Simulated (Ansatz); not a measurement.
# BH4+ (triplet): wave-function methods side by side at distance B1–H5 = 2.774 Å, cc-pVDZ

How much of the correlation energy of BH4+ (triplet) does each wave-function method recover here?

Method: cc-pVDZ, core rule «outside noble gas», up to 1 orbitals frozen; program: Ansatz 0.2.0, Gaussian basis.

To be run: UHF; CCSD(T) on ROHF; CCSD(T) on UHF; BCCD(T) on ROHF; CISD; CCSDT(Q) on ROHF; CCSDT(Q) on UHF; CASSCF and MRCISD+Q, 4 electrons in 4 orbitals; CASSCF and NEVPT2, 4 electrons in 4 orbitals; CASSCF and MRCISD+Q, 6 electrons in 8 orbitals; CASSCF and NEVPT2, 6 electrons in 8 orbitals; Full CI.

17 further runs of the same task are left out: 12 that didn't finish, 5 set aside as unsound or not needed.

### Step 1. The system

The geometry derives from a PBE0/def2-TZVP stationary point (not a proven minimum). One bond is set to the value named and the two fragments are kept rigid.

5 atoms, charge 1, spin multiplicity 3.

Atoms are counted from 1 here; the program's logs count them from 0.

Bond lengths: B1–H2 1.256 Å, B1–H3 1.256 Å, B1–H4 1.256 Å. Angles: H2–B1–H3 65.3°, H2–B1–H4 135.2°, H3–B1–H4 135.2°.

Geometry (Å):

```xyz
5
charge 1, multiplicity 3
B    -0.0398    0.0400    0.0863
H     0.4327    0.5262    1.1436
H    -0.5256   -0.4309    1.1445
H    -0.5117    0.5114   -0.9780
H     1.0318   -1.0352   -2.2355
```

### Step 2. UHF

in.yaml

```yaml
crystal:
  periodic: [false, false, false]
  atoms:
    - {symbol: B, position_ang: [-0.039823, 0.039953, 0.086278]}
    - {symbol: H, position_ang: [0.432652, 0.526247, 1.143582]}
    - {symbol: H, position_ang: [-0.525613, -0.430932, 1.144523]}
    - {symbol: H, position_ang: [-0.511736, 0.511355, -0.977999]}
    - {symbol: H, position_ang: [1.031829, -1.035197, -2.235509]}
basis:
  gaussian: {orbitals: cc-pVDZ}
total_charge: 1
magnetization: {spin_polarized: true, initial_magnetization: 2}
hamiltonian: {xc: hf}
output: {orbitals: {seedname: orbitals}}
```

Started as:

```bash
> ansatz run in.yaml --threads 1 --pin off --events-out ev --progress --plain --max-ram 2393MiB
```

The runs that follow: CCSD(T) on ROHF; CCSD(T) on UHF; BCCD(T) on ROHF; CISD; CCSDT(Q) on ROHF; CCSDT(Q) on UHF; CASSCF and MRCISD+Q, 4 electrons in 4 orbitals; CASSCF and NEVPT2, 4 electrons in 4 orbitals; CASSCF and MRCISD+Q, 6 electrons in 8 orbitals; CASSCF and NEVPT2, 6 electrons in 8 orbitals; Full CI.

Q: Predict the results of all the runs planned. Wanted: FCI below the RHF energy; RMP2 from FCI; UMP2 from FCI; RCCSD from FCI; RCCSD(T) from FCI; UCCSD(T) from FCI; RCCSDT(Q) from FCI; UCCSDT(Q) from FCI; NEVPT2 pair from FCI.

As calculated:

| quantity | value |
| --- | --- |
| FCI below the RHF energy | -2.6706 eV |
| RMP2 from FCI | +14.68 kcal/mol |
| UMP2 from FCI | +14.80 kcal/mol |
| RCCSD from FCI | +1.23 kcal/mol |
| RCCSD(T) from FCI | +0.30 kcal/mol |
| UCCSD(T) from FCI | +0.29 kcal/mol |
| RCCSDT(Q) from FCI | 0.00 kcal/mol |
| UCCSDT(Q) from FCI | 0.00 kcal/mol |
| NEVPT2 pair from FCI | +13.63 kcal/mol |
| MRCISD+Q pair from FCI | -0.29 kcal/mol |
| NEVPT2 valence from FCI | +8.63 kcal/mol |
| levels within 1 kcal/mol (43 meV) | RCCSD(T), UCCSD(T), BCCD(T), RCCSDT, UCCSDT, RCCSDT(Q), UCCSDT(Q), MRCISD+Q pair, MRCISD valence, MRCISD+Q valence |
| T1 diagnostic | 0.016 |
| effectively unpaired electrons | 2.02 |

RCCSD(T) misses by +0.30 kcal/mol, 0.5 % of the correlation energy. MRCISD+Q pair falls below full CI: the +Q correction isn't variational, and the cores differ from full CI's. One determinant dominates. Of the multireference levels listed MRCISD+Q pair comes nearest in total energy (-0.29 kcal/mol), which doesn't show that its space is the better one. These misses are within one basis, not against nature; the frozen cores of restricted and unrestricted runs differ, which can shift their rows.
